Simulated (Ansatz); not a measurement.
Question: Name a neutral molecule of C and H with HOMO energy (ωB97M-V/def2-TZVPP) between -11.00 and -10.70 eV and HOMO energy (B3LYP/def2-TZVPP) between -8.30 and -8.00 eV (Ansatz, PBE0-D4/def2-TZVP geometry).

Answer: `CCC(C)C(C)C` (-10.74 eV, -8.27 eV); `CCCC(CC)CC` (-10.70 eV, -8.24 eV); `CCC(C)CC(C)C` (-10.73 eV, -8.27 eV); `CCCCC(C)(C)C` (-10.76 eV, -8.30 eV). Other molecules can fit too; these were computed, each in one conformer that needn't be the lowest.

B3LYP here is the variant with VWN-RPA as its local correlation; programs differ in this.
